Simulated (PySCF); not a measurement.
PySCF input (HF/def2-TZVPD):

```python
from pyscf import gto, scf, dft

mol = gto.M(
    atom='''
    C    -0.00233672   -0.01320033    0.40656095
    C     0.00434316   -0.80707826   -0.83785496
    C     0.00558042    0.70710030   -0.90415124
    C    -0.00965178    0.02786477    1.68743715
    H    -0.90729426   -1.32815147   -1.10616783
    H     0.91840434   -1.32918531   -1.09570815
    H     0.92166364    1.20832260   -1.19218898
    H    -0.90657413    1.20935788   -1.20266321
    H    -0.01381006    0.75153746    2.48477683
    ''',
    basis='def2-tzvpd',
    charge=0,
    spin=1,
    verbose=4,
)

mf = scf.UHF(mol).density_fit(auxbasis='def2-universal-jkfit')
mf.conv_tol = 1e-9
mf.max_cycle = 100
mf.max_memory = 1500
mf.kernel()
if not mf.converged:
    mf = mf.newton()
    mf.kernel(mf.make_rdm1())
for _ in range(2):
    mo, _, stable, _ = mf.stability(return_status=True)
    if stable:
        break
    mf.kernel(mf.make_rdm1(mo, mf.mo_occ))
mf.analyze()
```

End of the output:

```
Extra cycle  E= -154.302771386612  delta_E= -1.75e-10  |g|= 7.7e-06  |ddm|= 4.24e-05
converged SCF energy = -154.302771386612  <S^2> = 0.91927603  2S+1 = 2.1626614
uhf_internal: lowest eigs of H = [0.15776021 0.29676548 0.38116383]
<class 'pyscf.df.df_jk.DFUHF'> wavefunction is stable in the internal stability analysis
**** SCF Summaries ****
Total Energy =                        -154.302771386611880
Nuclear Repulsion Energy =             102.458906132756866
One-electron Energy =                 -409.607653615871527
Two-electron Energy =                  152.845976096502824
Two-electron Coulomb Energy =          175.378658937032412
DFT Exchange-Correlation Energy =      -22.532682840529588
HOMO-LUMO gap [eV] =                    11.492348284510713
**** MO energy ****
                             alpha | beta                alpha | beta
MO #1   energy= -11.2462645981529  | -11.2467723340586  occ= 1 | 1
MO #2   energy= -11.2439135971572  | -11.2387279795143  occ= 1 | 1
MO #3   energy= -11.2417598657033  | -11.2379460343829  occ= 1 | 1
MO #4   energy= -11.2326303073314  | -11.2128958788841  occ= 1 | 1
MO #5   energy= -1.15086776280658  | -1.15203584378565  occ= 1 | 1
MO #6   energy= -0.997195587209983 | -0.935479782232981 occ= 1 | 1
MO #7   energy= -0.84091283431983  | -0.830472089387598 occ= 1 | 1
MO #8   energy= -0.72744636668665  | -0.708712257210909 occ= 1 | 1
MO #9   energy= -0.65973350945772  | -0.65893617728647  occ= 1 | 1
MO #10  energy= -0.649445995152304 | -0.643273013606577 occ= 1 | 1
MO #11  energy= -0.526235475399507 | -0.528330401506977 occ= 1 | 1
MO #12  energy= -0.520254385439393 | -0.45200546936586  occ= 1 | 1
MO #13  energy= -0.462693825020185 | -0.450585399505304 occ= 1 | 1
MO #14  energy= -0.396595302394836 | -0.373712489485669 occ= 1 | 1
MO #15  energy= -0.349822350088605 | 0.0725136630811761 occ= 1 | 0
MO #16  energy= 0.0733530968802938 | 0.0802960181530768 occ= 0 | 0
MO #17  energy= 0.0932838103924799 | 0.0949652263805039 occ= 0 | 0
MO #18  energy= 0.09678768107439   | 0.12314131028799   occ= 0 | 0
MO #19  energy= 0.123454451198693  | 0.124149317229906  occ= 0 | 0
MO #20  energy= 0.125358484625205  | 0.125219083709711  occ= 0 | 0
MO #21  energy= 0.168629426381778  | 0.16897196339574   occ= 0 | 0
MO #22  energy= 0.169203955074084  | 0.169665601908533  occ= 0 | 0
MO #23  energy= 0.17548731643045   | 0.181502671201383  occ= 0 | 0
MO #24  energy= 0.181977572526931  | 0.188999755294749  occ= 0 | 0
MO #25  energy= 0.209279327314404  | 0.210350278672057  occ= 0 | 0
MO #26  energy= 0.213001137884066  | 0.226323601068074  occ= 0 | 0
MO #27  energy= 0.218207033174004  | 0.236493661997732  occ= 0 | 0
MO #28  energy= 0.239609979272491  | 0.239683173865665  occ= 0 | 0
MO #29  energy= 0.255407549634241  | 0.258784675539766  occ= 0 | 0
MO #30  energy= 0.263326273316535  | 0.265939750666608  occ= 0 | 0
MO #31  energy= 0.266816178479415  | 0.275686238524332  occ= 0 | 0
MO #32  energy= 0.288977352492326  | 0.2984839835483    occ= 0 | 0
MO #33  energy= 0.307463666446728  | 0.308299951949141  occ= 0 | 0
MO #34  energy= 0.307781981915452  | 0.308749878877117  occ= 0 | 0
MO #35  energy= 0.311244479916626  | 0.315373592290965  occ= 0 | 0
MO #36  energy= 0.330737818101497  | 0.333713295810973  occ= 0 | 0
MO #37  energy= 0.335608111545729  | 0.340268762671464  occ= 0 | 0
MO #38  energy= 0.338688891201923  | 0.347007119296182  occ= 0 | 0
MO #39  energy= 0.349913190812512  | 0.356469664105293  occ= 0 | 0
MO #40  energy= 0.358526126467934  | 0.370508255156735  occ= 0 | 0
MO #41  energy= 0.381589324533519  | 0.38718468042016   occ= 0 | 0
MO #42  energy= 0.399274888923265  | 0.399860622156622  occ= 0 | 0
MO #43  energy= 0.399765909641003  | 0.401149509141989  occ= 0 | 0
MO #44  energy= 0.40734510974526   | 0.413268576716837  occ= 0 | 0
MO #45  energy= 0.413545649136618  | 0.419374736221649  occ= 0 | 0
MO #46  energy= 0.431097341705791  | 0.432544230102887  occ= 0 | 0
MO #47  energy= 0.432298817852601  | 0.434219607418837  occ= 0 | 0
MO #48  energy= 0.440537304988873  | 0.4476920592801    occ= 0 | 0
MO #49  energy= 0.449226464482836  | 0.448535561049848  occ= 0 | 0
MO #50  energy= 0.449234422546505  | 0.455997576906547  occ= 0 | 0
MO #51  energy= 0.45544196514256   | 0.456661583952883  occ= 0 | 0
MO #52  energy= 0.475950761169334  | 0.471490283353673  occ= 0 | 0
MO #53  energy= 0.485154677810227  | 0.484538796435213  occ= 0 | 0
MO #54  energy= 0.489151460726946  | 0.491675058880954  occ= 0 | 0
MO #55  energy= 0.497567110522049  | 0.499100543789134  occ= 0 | 0
MO #56  energy= 0.513328316157845  | 0.516373050958255  occ= 0 | 0
MO #57  energy= 0.524289036997375  | 0.524359777188001  occ= 0 | 0
MO #58  energy= 0.532829964863448  | 0.538583066878728  occ= 0 | 0
MO #59  energy= 0.543563296063263  | 0.54649542323088   occ= 0 | 0
MO #60  energy= 0.564434271007141  | 0.561349134823248  occ= 0 | 0
MO #61  energy= 0.568626165854952  | 0.583446761876987  occ= 0 | 0
MO #62  energy= 0.581109499970148  | 0.585325408886188  occ= 0 | 0
MO #63  energy= 0.607856003684894  | 0.607800207460796  occ= 0 | 0
MO #64  energy= 0.639666178594441  | 0.647199508848343  occ= 0 | 0
MO #65  energy= 0.645574785812813  | 0.648318227804329  occ= 0 | 0
MO #66  energy= 0.654676725397728  | 0.664997657751228  occ= 0 | 0
MO #67  energy= 0.673289330478724  | 0.699832373116619  occ= 0 | 0
MO #68  energy= 0.713649748809471  | 0.722498011484226  occ= 0 | 0
MO #69  energy= 0.730845060541936  | 0.722835960016967  occ= 0 | 0
MO #70  energy= 0.734603540459726  | 0.737293487301026  occ= 0 | 0
MO #71  energy= 0.744371783584186  | 0.758082736447277  occ= 0 | 0
MO #72  energy= 0.752698688273205  | 0.758683489568859  occ= 0 | 0
MO #73  energy= 0.773016683430858  | 0.777526895977567  occ= 0 | 0
MO #74  energy= 0.781757251624014  | 0.797351276723274  occ= 0 | 0
MO #75  energy= 0.830092720520215  | 0.830222339510584  occ= 0 | 0
MO #76  energy= 0.83205602829595   | 0.833549983920338  occ= 0 | 0
MO #77  energy= 0.851220048303616  | 0.855843254378072  occ= 0 | 0
MO #78  energy= 0.85638311812949   | 0.869522679616794  occ= 0 | 0
MO #79  energy= 0.872298397268522  | 0.873779018193715  occ= 0 | 0
MO #80  energy= 0.882333824354321  | 0.889914302572713  occ= 0 | 0
MO #81  energy= 0.889432304794004  | 0.902560452449219  occ= 0 | 0
MO #82  energy= 0.924458633198556  | 0.923957283803195  occ= 0 | 0
MO #83  energy= 0.938558210587654  | 0.93931297155769   occ= 0 | 0
MO #84  energy= 1.03791914290069   | 1.05300020210056   occ= 0 | 0
MO #85  energy= 1.04492260142553   | 1.05849823440886   occ= 0 | 0
MO #86  energy= 1.04649166786922   | 1.08888257930075   occ= 0 | 0
MO #87  energy= 1.06818776324736   | 1.10046809915346   occ= 0 | 0
MO #88  energy= 1.09478170755333   | 1.10054113967875   occ= 0 | 0
MO #89  energy= 1.18885514873898   | 1.20806252225722   occ= 0 | 0
MO #90  energy= 1.22155435248148   | 1.2290200107536    occ= 0 | 0
MO #91  energy= 1.26545744786739   | 1.26816743658844   occ= 0 | 0
MO #92  energy= 1.30167407726307   | 1.30835166306198   occ= 0 | 0
MO #93  energy= 1.33750472348128   | 1.35401094327555   occ= 0 | 0
MO #94  energy= 1.36841203713623   | 1.37003062047368   occ= 0 | 0
MO #95  energy= 1.38960144528436   | 1.39182740362978   occ= 0 | 0
MO #96  energy= 1.40964879684296   | 1.41982552998485   occ= 0 | 0
MO #97  energy= 1.44688998187365   | 1.44149280265268   occ= 0 | 0
MO #98  energy= 1.46620830639191   | 1.4685563073528    occ= 0 | 0
MO #99  energy= 1.47146221544362   | 1.48183942615038   occ= 0 | 0
MO #100 energy= 1.54232835896618   | 1.54743156361421   occ= 0 | 0
MO #101 energy= 1.57021510185828   | 1.57887613039092   occ= 0 | 0
MO #102 energy= 1.6162781782258    | 1.62692258351284   occ= 0 | 0
MO #103 energy= 1.68027862494442   | 1.68341962936471   occ= 0 | 0
MO #104 energy= 1.79157580022004   | 1.79635325916117   occ= 0 | 0
[...]
```

It need not be the lowest isomer of its formula.

The determinant is spin-contaminated: <S^2> is 0.92 against 0.75 for a pure state.
